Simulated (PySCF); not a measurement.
## B: ionisation energy

B [He] 2s2 2p1 (2P) → B+ [He] 2s2 (1S), as a difference of total energies. Calculation: PySCF 2.14, in 6-31G* (3s2p1d, 14 functions); no relativity, point nucleus. Correlated levels: valence: 1s2 frozen. The calculations carry no spin-orbit coupling.

Q: Order these methods by the ionisation energy they give, lowest first.
A. M06-2X
B. B3LYP
C. CCSD(T) (valence)
D. CCSD (valence)

A: D (7.770 eV), C (7.791 eV), A (8.122 eV), B (8.543 eV).

Errors of the correlated levels include the incompleteness of this basis and the frozen core.

The coupled-cluster amplitudes are large for B+ (T1 above 0.03 or a double amplitude above 0.15), so a single reference is strained.

For comparison: 8.297 eV (measured; NIST levels, between the centres of gravity of the two terms).
